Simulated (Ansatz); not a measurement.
Write a Python script for the Python package of Ansatz (0.2.0) that makes harmonic frequencies at the relaxed geometry of C2H2OS, SMILES OC#CS. Use (for the species named): r2SCAN, def2-SVP basis, multiplicity 1.

```xyz
6

O     1.9003    0.4258    0.6478
C     0.6462    0.1371    0.1767
C    -0.4692   -0.1571   -0.2498
S    -1.8923   -0.5679   -0.8208
H     2.5421    0.2041   -0.0175
H    -2.6851   -0.1060    0.2175
```

`freq.py`
```python
import itertools
import warnings

import ansatz as az
from ase.data import atomic_numbers, covalent_radii
import numpy as np

warnings.simplefilter("ignore", az.DeckWarning)

mol = (
    az.Crystal.molecule()
    .atom("O", [1.9003, 0.4258, 0.6478])
    .atom("C", [0.6462, 0.1371, 0.1767])
    .atom("C", [-0.4692, -0.1571, -0.2498])
    .atom("S", [-1.8923, -0.5679, -0.8208])
    .atom("H", [2.5421, 0.2041, -0.0175])
    .atom("H", [-2.6851, -0.106, 0.2175])
)

model = mol.calculation().basis(gaussian="def2-SVP").functional("r2SCAN")
symbols = [site.symbol for site in mol.cartesian_sites]
start = np.array([site.position_ang for site in mol.cartesian_sites], dtype=float)
data = model.relax(force_tolerance=0.003, max_steps=100).run(threads=1, pin="off").report
end = np.array(data["positions_ang"])

radius = [covalent_radii[atomic_numbers[s]] for s in symbols]
span = lambda where, i, j: np.linalg.norm(where[i] - where[j])
bonded = [(i, j) for i, j in itertools.combinations(range(len(symbols)), 2) if min(span(start, i, j), span(end, i, j)) < 1.2 * (radius[i] + radius[j])]
print("pair        before    after (A)")
for i, j in bonded:
    print(f"{symbols[i]}{i}-{symbols[j]}{j}".ljust(10), f"{span(start, i, j):8.4f} {span(end, i, j):8.4f}")
for first, second in list(itertools.combinations(bonded, 2)):
    shared = set(first) & set(second)
    if shared and symbols[(j := shared.pop())] != "H":
        i, k = sorted((set(first) | set(second)) - {j})
        u, v = end[i] - end[j], end[k] - end[j]
        angle = np.degrees(np.arccos(np.clip(u @ v / np.linalg.norm(u) / np.linalg.norm(v), -1, 1)))
        print(f"final angle {symbols[i]}{i}-{symbols[j]}{j}-{symbols[k]}{k}: {angle:.2f} deg")

minimum = az.Crystal.molecule()
for symbol, place in zip(symbols, end):
    minimum = minimum.atom(symbol, place.tolist())
vibrating = (
    minimum.calculation()
    .basis(gaussian="def2-SVP")
    .functional("r2SCAN")
    .phonons(temperatures=(100, 500, 100))
)
vib = vibrating.run(threads=1, pin="off").report["vibrations"]
sums = vib["harmonic_sums"]
modes = [m["omega_inv_cm"] for m in sums["modes_at_gamma"] if m["rigid_motion"] == "no"]
for number, w in enumerate(modes, start=1):
    print(f"mode {number:2d} {w:9.1f} 1/cm {w / 8065.544 * 1000:8.2f} meV")
print("imaginary modes:", sum(w < 0 for w in modes), " zero-point energy:", round(sums["zero_point_energy_ev"], 4), "eV")
print("T (K)   F_vib (eV)   S_vib (meV/K)   C_vib (meV/K)")
for row in zip(sums["temperatures_k"], sums["vibrational_free_energy_ev"], vib["entropy_ev_per_k"], vib["heat_capacity_ev_per_k"]):
    print(f"{row[0]:6.1f} {row[1]:11.4f} {1000 * row[2]:13.4f} {1000 * row[3]:15.4f}")
```

```console
$ python freq.py
pair        before    after (A)
O0-C1        1.3704   1.3031
O0-H4        0.9506   0.9708
C1-C2        1.2299   1.2204
C2-S3        1.5875   1.6846
S3-H5        1.3856   1.3585
final angle C1-O0-H4: 109.92 deg
final angle O0-C1-C2: 174.89 deg
final angle C1-C2-S3: 173.11 deg
final angle C2-S3-H5: 98.50 deg
mode  1     174.5 1/cm    21.64 meV
mode  2     211.8 1/cm    26.26 meV
mode  3     339.5 1/cm    42.10 meV
mode  4     359.9 1/cm    44.62 meV
mode  5     464.2 1/cm    57.56 meV
mode  6     596.8 1/cm    74.00 meV
mode  7     966.7 1/cm   119.85 meV
mode  8    1213.3 1/cm   150.43 meV
mode  9    1280.8 1/cm   158.80 meV
mode 10    2333.9 1/cm   289.37 meV
mode 11    2616.6 1/cm   324.41 meV
mode 12    3742.4 1/cm   464.00 meV
imaginary modes: 0  zero-point energy: 0.8865 eV
T (K)   F_vib (eV)   S_vib (meV/K)   C_vib (meV/K)
 100.0      0.8852        0.0516          0.1291
 200.0      0.8727        0.2034          0.3160
 300.0      0.8447        0.3555          0.4350
 400.0      0.8021        0.4930          0.5213
 500.0      0.7465        0.6168          0.5881
```

Reading the output:
- The frequencies are harmonic and unscaled, in a modest basis.
- The result belongs to the one conformer reached from this start, and soft torsions count as harmonic oscillators.
- It ran for 3 min on 1 thread of Arm Neoverse N1, with other jobs on the host, peak memory 0.21 GiB.
